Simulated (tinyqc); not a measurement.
UHF in the sto-6g basis, for CH2, spin multiplicity 3, step by step. Computed by tinyqc, a small Python program that keeps every step (integrals from PySCF). Settings: charge = 0, multiplicity = 3, basis = sto-6g, energy threshold = 1e-10, iteration cap = 78, orthogonalisation = canonical, start = atomic densities, DIIS depth = 8, method = UHF. Command: `OMP_NUM_THREADS=1 python tinyqc.py 24299 24300 out.jsonl` (the two numbers bound the seeds that draw the settings). One thread of a shared host (Intel(R) Xeon(R) Processor @ 2.60GHz), about 0.3 s of CPU time with the checks.

Geometry (angstrom):
```
atom        x         y        z
C     0.00000   0.00000  0.00000
H     0.00000   0.88500  0.60500
H     0.00000  -0.86600  0.59200
```

Stop when the energy changes by less than 1e-10 hartree and every element of the error matrix X^T (F D S - S D F) X (for each spin) is below 3e-06.

Course of the cycle:
```
iteration  E (hartree)     change  largest element of the error matrix
1          -39.0953321          -                             6.49e-01
2          -38.7890078   3.06e-01                             7.93e-02
3          -38.8053761  -1.64e-02                             2.74e-02
4          -38.8094383  -4.06e-03                             1.11e-02
5          -38.8102888  -8.50e-04                             4.05e-03
6          -38.8103661  -7.73e-05                             3.31e-04
7          -38.8103669  -7.59e-07                             6.61e-05
8          -38.8103669  -4.83e-08                             1.46e-05
9          -38.8103669  -1.48e-09                             7.73e-06
10         -38.8103669  -5.76e-10                             1.34e-06
11         -38.8103669  -2.83e-11                             1.66e-07
```

Can the last value be used, and what does the course show?

Yes. Converged in 11 iterations. PySCF UHF in the same basis, after a stability check = -38.8103669 hartree.
